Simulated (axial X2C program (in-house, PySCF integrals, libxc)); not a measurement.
**LiS: cheaper levels and CCSD(T), with spin–orbit coupling**

Calculated with an in-house all-electron X2C program for linear molecules (integrals from PySCF). Two-component (2c) means X2C with spin–orbit coupling and atomic mean-field two-electron Coulomb and Gaunt terms. Basis: S dyall-av3z [9s8p3d2f], Li dyall-cv3z [7s8p2d] (cores contracted in-house); Gaussian nuclei, density fitting, unrestricted open shells. Masses: S 31.972 u, Li 7.016 u.

State: Ω = 3/2 (⟨Sz⟩ = 0.50, ⟨Lz⟩ = 1.00 at HF); fragments S + Li.

```json
{"level": "PBE0", "Re (Å)": "2.149", "ωe (cm⁻¹)": "580.6", "De (eV)": "3.06"}
{"level": "HF", "Re (Å)": "2.168", "ωe (cm⁻¹)": "581.0", "De (eV)": "1.92"}
{"level": "MP2", "Re (Å)": "2.177", "ωe (cm⁻¹)": "566.5", "De (eV)": "3.02"}
{"level": "CCSD", "Re (Å)": "2.173", "ωe (cm⁻¹)": "569.1", "De (eV)": "2.98"}
{"level": "BLYP", "Re (Å)": "2.164", "ωe (cm⁻¹)": "559.1", "De (eV)": "3.13"}
```

Correlated methods: 7 electrons correlated (number of frozen shells: S 2 s, 1 p; Li 1 s), 171 virtual spin orbitals or spinors in MP2, 84 natural virtuals in coupled cluster.

CCSD(T), same Hamiltonian and basis:

Re = 2.176 Å, ωe = 564.8 cm⁻¹, De = 3.06 eV; T1 = 0.008 (Lee–Taylor normalisation).

Problem. Give the differences from CCSD(T) in the columns below.

Solution. 

| level | ΔRe (Å) | Δωe (cm⁻¹) | ΔDe (eV) |
| --- | --- | --- | --- |
| PBE0 | -0.027 | 16 | 0.00 |
| HF | -0.008 | 16 | -1.14 |
| MP2 | 0.001 | 2 | -0.04 |
| CCSD | -0.003 | 4 | -0.08 |
| BLYP | -0.012 | -6 | 0.07 |

Occupations by symmetry block were frozen at the best pattern of an incomplete PBE0 search. De is counted from the lowest determinant-based energies of the atoms at the same level, without counterpoise correction. Density functionals use the spin component along the axis (collinear). CCSD and (T) use frozen natural virtuals with an MP2 correction for the truncation; (T) itself is uncorrected, so its De runs slightly low. The 2c atoms are single determinants rather than J levels; their spin–orbit lowering is only partly caught, and De is too large by that part. This holds for PBE0, BLYP. The functionals have no current-density term, which raises determinants with orbital currents, atoms included.
